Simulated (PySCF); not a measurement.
**Structure from NMR data**

Molecular formula: C2H5NO. Simulated spectra:

1H NMR (500 MHz, computed): δ 4.63 (br, 1H), 4.41 (br, 1H), 1.87 (s, 3H).

13C{1H} NMR (computed): δ 169.1 (C), 23.1 (CH3).

A single conformation, in vacuum, non-relativistic Hamiltonian, one averaged value for each set of equivalent atoms. Coordinates at the GFN2-xTB level; PBE0/pcSseg-1 with gauge-including orbitals; PySCF 2.14.0 with density-fitted response routines.

Shifts are taken against calculated references (same method and geometry level): TMS for 1H, 13C.

Task: Deduce the structure.

Result: 
Rings plus π bonds: 1 (no ring in the answer). 2 carbon signals for 2 carbons: no two carbons are equivalent. Carbon types of the structure: 1 × C, 1 × CH3, leaving 2 H on heteroatoms. δC 169.1: amide carbonyl carbon; lone-pair donation from the attached heteroatom keeps it upfield of a ketone carbonyl. δC 23.1: methyl carbon α to a carbonyl; the adjacent C=O deshields it moderately. δH 4.63, 4.41: hydrogen on an amide-type nitrogen; exchangeable, gas-phase position. δH 1.87: hydrogen on a methyl carbon α to a carbonyl; α to C=O.

The compound is SMILES CC(N)=O.

Exchangeable OH/NH protons stand at their gas-phase positions; hydrogen bonding in a real sample shifts them, mostly to higher δ. Rotation about the amide-type C–N bond is slow at room temperature, so the two groups on nitrogen are listed apart. Shifts are as computed. Against solution values, carbons near 30 ppm lie about +3 ppm off and those near 130 ppm about +5 ppm. Of 246 compounds with measured shifts, 49 miss one by over three times the rms of a fit or turn the order of signals round; such compounds aren't used in these exercises. Hydrogen bonding in solution deshields acid and N–H amide carbonyl carbons by as much as 10 ppm beyond these values.
